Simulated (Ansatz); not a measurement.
A relaxation, step by step

C$_{2}$H$_{8}$S (SMILES S.CC), singlet, PBE0-D4/def2-TZVP (Ansatz 0.2.0). Settings:

```yaml
hamiltonian: {xc: pbe0, dispersion: d4}
relax: {f_tol: 0.005, max_steps: 200}
```

Start (the SMILES describes the start alone):

```tsv
atom	x (Å)	y (Å)	z (Å)
S1	0.6420	0.1998	-2.8809
H2	-0.6335	0.6154	-2.6469
H3	0.4973	-0.8359	-2.0101
C4	0.0105	0.7654	0.9577
C5	-0.1376	-0.7550	0.9278
H6	-0.9489	1.2661	1.2045
H7	0.7539	1.0876	1.7158
H8	0.3498	1.1525	-0.0255
H9	0.8216	-1.2545	0.6746
H10	-0.8882	-1.0804	0.1760
H11	-0.4670	-1.1609	1.9071
```

```json
{"step": "1", "energy less the last (meV)": "45.5", "largest force component (eV/Å)": "0.570"}
{"step": "2", "energy less the last (meV)": "5.3", "largest force component (eV/Å)": "0.217"}
{"step": "3", "energy less the last (meV)": "0.9", "largest force component (eV/Å)": "0.019"}
{"step": "4", "energy less the last (meV)": "0.5", "largest force component (eV/Å)": "0.015"}
{"step": "5", "energy less the last (meV)": "0.5", "largest force component (eV/Å)": "0.048"}
{"step": "6", "energy less the last (meV)": "0.2", "largest force component (eV/Å)": "0.057"}
{"step": "7", "energy less the last (meV)": "0.1", "largest force component (eV/Å)": "0.017"}
{"step": "8", "energy less the last (meV)": "0.1", "largest force component (eV/Å)": "0.013"}
{"step": "9", "energy less the last (meV)": "0.1", "largest force component (eV/Å)": "0.004"}
{"step": "10", "energy less the last (meV)": "0.1", "largest force component (eV/Å)": "0.005"}
{"step": "11", "energy less the last (meV)": "0.0", "largest force component (eV/Å)": "0.010"}
{"step": "12", "energy less the last (meV)": "0.0", "largest force component (eV/Å)": "0.011"}
{"step": "13", "energy less the last (meV)": "0.0", "largest force component (eV/Å)": "0.011"}
{"step": "14", "energy less the last (meV)": "0.0", "largest force component (eV/Å)": "0.012"}
{"step": "15", "energy less the last (meV)": "0.0", "largest force component (eV/Å)": "0.011"}
{"step": "16", "energy less the last (meV)": "0.0", "largest force component (eV/Å)": "0.007"}
{"step": "17", "energy less the last (meV)": "0.0", "largest force component (eV/Å)": "0.002"}
```

Step 9, positions (Å) and forces (eV/Å):

| atom | x | y | z | Fx | Fy | Fz |
| --- | --- | --- | --- | --- | --- | --- |
| S1 | 0.589 | 0.085 | -2.994 | -0.001 | 0.002 | -0.002 |
| H2 | -0.624 | 0.564 | -2.681 | 0.001 | -0.001 | 0.000 |
| H3 | 0.556 | -0.798 | -1.984 | 0.000 | -0.002 | 0.002 |
| C4 | 0.010 | 0.774 | 1.007 | 0.003 | 0.003 | -0.003 |
| C5 | -0.140 | -0.734 | 0.905 | -0.004 | -0.003 | 0.003 |
| H6 | -0.937 | 1.251 | 1.270 | -0.001 | -0.001 | 0.001 |
| H7 | 0.739 | 1.048 | 1.773 | 0.000 | 0.000 | 0.000 |
| H8 | 0.349 | 1.205 | 0.062 | -0.001 | 0.000 | 0.001 |
| H9 | 0.805 | -1.212 | 0.636 | 0.001 | 0.001 | 0.000 |
| H10 | -0.881 | -1.014 | 0.152 | 0.001 | 0.001 | -0.001 |
| H11 | -0.465 | -1.169 | 1.853 | 0.000 | 0.000 | -0.001 |

Step 11, positions (Å) and forces (eV/Å):

```csv
atom,x,y,z,Fx,Fy,Fz
S1,0.575,0.081,-2.997,-0.010,-0.002,0.010
H2,-0.630,0.550,-2.641,0.009,-0.004,-0.003
H3,0.587,-0.799,-1.984,0.001,0.005,-0.007
C4,0.011,0.776,1.005,-0.002,-0.001,0.003
C5,-0.144,-0.731,0.898,0.003,0.001,-0.003
H6,-0.935,1.255,1.269,0.000,0.001,0.000
H7,0.740,1.045,1.772,0.000,0.000,0.000
H8,0.351,1.210,0.062,0.000,-0.002,0.000
H9,0.801,-1.211,0.629,-0.001,-0.001,0.000
H10,-0.885,-1.006,0.142,0.001,0.000,0.000
H11,-0.471,-1.170,1.844,-0.001,0.002,0.001
```

Step 14, positions (Å) and forces (eV/Å):

```csv
atom,x,y,z,Fx,Fy,Fz
S1,0.560,0.094,-2.999,-0.010,-0.004,0.012
H2,-0.646,0.530,-2.605,0.010,-0.004,-0.003
H3,0.617,-0.803,-2.004,0.000,0.008,-0.008
C4,0.014,0.777,1.004,0.000,0.000,0.000
C5,-0.147,-0.730,0.896,0.000,0.000,0.000
H6,-0.933,1.260,1.258,0.001,0.000,0.000
H7,0.737,1.044,1.778,-0.001,0.000,0.000
H8,0.365,1.208,0.064,0.000,0.000,0.001
H9,0.799,-1.214,0.637,-0.001,0.000,0.000
H10,-0.880,-1.002,0.132,0.000,0.000,0.001
H11,-0.486,-1.165,1.839,0.000,0.000,-0.001
```

Last step (17):

| atom | x (Å) | y (Å) | z (Å) |
| --- | --- | --- | --- |
| S1 | 0.5515 | 0.0965 | -3.0014 |
| H2 | -0.6524 | 0.5241 | -2.5922 |
| H3 | 0.6277 | -0.7990 | -2.0054 |
| C4 | 0.0153 | 0.7766 | 1.0025 |
| C5 | -0.1473 | -0.7295 | 0.8952 |
| H6 | -0.9316 | 1.2623 | 1.2504 |
| H7 | 0.7340 | 1.0430 | 1.7809 |
| H8 | 0.3738 | 1.2067 | 0.0642 |
| H9 | 0.7986 | -1.2157 | 0.6418 |
| H10 | -0.8771 | -1.0014 | 0.1277 |
| H11 | -0.4927 | -1.1636 | 1.8365 |

The run took about 21 s on 4 CPU threads of an Arm Neoverse V2 (shared host).
